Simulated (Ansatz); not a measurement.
**Relative stability**

Two relaxed structures of CH$_{4}$BCl, singlet (PBE0-D4/def2-TZVP; forces vanish, vibrations not checked).

A:

B1  (-0.699, 0.010, -0.624)
C2  (0.435, -0.098, 0.426)
Cl3  (1.402, 1.370, 0.724)
H4  (-1.350, -0.976, -0.819)
H5  (-0.932, 1.014, -1.225)
H6  (1.126, -0.898, 0.133)
H7  (0.017, -0.422, 1.386)
(Å)

B:

B1  (0.409, 0.230, 0.277)
C2  (-0.673, 0.083, -0.634)
Cl3  (1.544, 1.462, 0.816)
H4  (-1.193, -0.865, -0.733)
H5  (-1.049, 0.873, -1.275)
H6  (0.845, -1.010, 0.522)
H7  (0.272, -0.763, 1.162)
(Å)

Computed with Ansatz 0.2.0 (basis: def2-TZVPP); correlated methods freeze the cores. B3LYP uses VWN-RPA correlation.

**Question.** Which structure is lower at CCSD(T), and by how much? (An estimate is asked for; the value comes from the calculation.)

**Answer.** By the calculation: A, by 67.4 kJ/mol (electronic energy, against the other). By their contacts, A is CH₄BCl ([BH2][CH2][Cl]) and B is CH₄BCl ([CH2][BH2][Cl]).

All methods give the same order:

```tsv
method	E(B) − E(A) (kJ/mol)
PBE-D4	39.6
r2SCAN-D4	50.7
PBE0-D4	60.3
B3LYP-D4	65.8
wB97M-V	70.8
HF	137.7
MP2	63.9
CCSD	80.7
CCSD(T)	67.4
```

T1 diagnostic: at most 0.012. The restricted Hartree–Fock reference is unstable towards an unrestricted one at one or more of these structures.

Labels in which every atom is bracketed show which atoms are joined, not bond orders.

For scale, one of the runs: CCSD(T)/def2-TZVPP, 160 basis functions, launched by `ansatz run in.yaml --threads 2 --pin off --events-out ev --progress --plain --max-ram 4352MiB`. Hardware: 2 CPU threads of an Arm Neoverse V1, shared host. Wall time 25 s; peak host memory 1.1 GiB.
